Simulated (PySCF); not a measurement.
SMILES C[C+](C)C (C₄H₉ (cation, charge +1)), singlet, PBE0/def2-SVP optimised geometry.

```
13

C     -0.80     1.28     0.00
C     -0.07     0.02     0.00
C      1.39     0.02     0.00
C     -0.80    -1.24    -0.13
H     -0.89     1.55    -1.08
H     -0.25     2.11     0.47
H     -1.83     1.20     0.38
H      1.67     0.07    -1.08
H      1.83    -0.92     0.38
H      1.83     0.91     0.47
H     -0.89    -1.40    -1.23
H     -0.25    -2.11     0.26
H     -1.83    -1.19     0.26
```

Density from PBE0/def2-TZVP run with PySCF at that geometry.

Minimum of the electron density along straight lines between bonded atoms, close to the bond critical point (lines longer than 1.1 times the sum of covalent radii, or with two minima, are not listed):

```csv
bond,length / Å,ρ at the minimum / e bohr⁻³,∇²ρ there / e bohr⁻⁵,position (fraction from the first atom)
C1–C2,1.460,0.283,-0.80,0.46
C2–C3,1.460,0.283,-0.80,0.54
C2–C4,1.459,0.283,-0.80,0.54
C1–H5,1.115,0.254,-0.82,0.65
C1–H6,1.098,0.275,-0.95,0.65
C1–H7,1.098,0.275,-0.95,0.65
C3–H8,1.115,0.254,-0.82,0.65
C3–H9,1.098,0.275,-0.95,0.65
C3–H10,1.098,0.275,-0.95,0.65
C4–H11,1.115,0.254,-0.82,0.65
C4–H12,1.098,0.275,-0.95,0.65
C4–H13,1.098,0.275,-0.95,0.65
```
